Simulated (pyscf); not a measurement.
## Routes from F–CH₂–F (SMILES FCF) + H• (SMILES [H])

Candidate steps break at most two bonds and form at most two. Each was searched with GFN2-xTB (tblite) first. PySCF, gas phase, ωB97X-D3(BJ)/def2-SVP geometries. Correlated levels are frozen-core, on RHF or UHF. ΔMP2 is the change of the MP2 total energy from the triple- to the quadruple-zeta basis. Energies: CCSD(T)/def2-TZVPP + ΔMP2(QZVPP), kcal/mol, from the separated reactants, doublet surface.

```
products                                                               type   ΔE‡     ΔE  ΔG‡ 298 K  ΔG‡ 900 K  ν‡ (cm⁻¹)
-----------  --------------------------------------------------------------  ----  -----  ---------  ---------  ---------
HF + •H₂C–F                          atom transfer (C–F broken, F–H formed)  36.8  -18.2       41.7       54.0      1961i
•H₂C–F + HF  concerted two-bond exchange (C–H, C–F broken, C–H, F–H formed)  43.1  -18.2       49.3       63.1      1291i
```

Under all of these lies the exit to F–CH•–F + H₂ (barrier +11.6 kcal/mol at ωB97M-D3(BJ)). Plain bond fissions and candidates not yet searched are not listed, and one of them may be faster. Each barrier is that of the saddle found; lower ones may exist. The CCSD(T) − MP2 part came from Ansatz, without density fitting, on the same reference.
